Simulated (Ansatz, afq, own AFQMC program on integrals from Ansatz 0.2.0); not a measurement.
# GeH2⁻, doublet → GeH₂, singlet

```yaml
atoms:
  - { symbol: Ge, position_ang: [0.0000, -0.0307, 0.0000] }
  - { symbol: H, position_ang: [0.0000, 1.1080, -1.1584] }
  - { symbol: H, position_ang: [0.0000, 1.1080, 1.1584] }
```

E(singlet, charge +0) − E(doublet, charge -1) at this geometry, on UHF and RHF determinants.

Basis aug-cc-pVDZ. Noble-gas cores (and the filled d shells of Ga–Kr and In–Xe) are frozen. Ansatz 0.2.0 and our own AFQMC program on the same integrals; the CISD trial comes from CCSD amplitudes, and released means the phaseless constraint is let go. ± is one standard error of the sampling. No spin–orbit coupling. The errors of all members are added in quadrature.

No full CI on the walks' own integrals is used here; CCSDT(Q) serves as the reference and is uncertain by about the last step of the cluster series. Each member takes its own surest rung, up to full CI.

Errors are counted within aug-cc-pVDZ, not against nature.

Cautions: inner d shell frozen; no relativity below Rb; no spin-orbit coupling; GeH₂ (singlet): restricted determinant unstable towards unrestricted (UHF 27 meV lower, ⟨S²⟩ 0.23), its ph-AFQMC/CISD value lies 21 ± 4 meV above CCSDT(Q).

```tsv
level	vertical detachment energy (eV)
MP2	0.982
CCSD	0.942
```

Problem. From these cheaper values, estimate the vertical detachment energy at the reference level in aug-cc-pVDZ.

Solution. 0.986 eV (CCSDT(Q) in aug-cc-pVDZ).

| level | vertical detachment energy (eV) | error against CCSDT(Q) (eV) |
| --- | --- | --- |
| HF | 0.632 | -0.354 |
| CCSD(T) | 0.978 | -0.008 |
| CCSDT | 0.984 | -0.001 |
| ph-AFQMC/HF | 0.874 ± 0.050 | -0.111 ± 0.050 |
| ph-AFQMC/CISD | 0.997 ± 0.006 | 0.011 ± 0.006 |
| released AFQMC | 0.985 ± 0.010 | -0.001 ± 0.010 |

Correlation beyond CCSD(T) adds 0.008 eV. The perturbative (T) step is worth +0.036 eV.

A walk keeps the symmetry of its determinant, which the program's search chose and which needn't be the lowest solution, so a lower state of the same spin and another symmetry isn't excluded. Released energies are given only where the last usable release times agree within the noise; a slower fall can still hide under it.
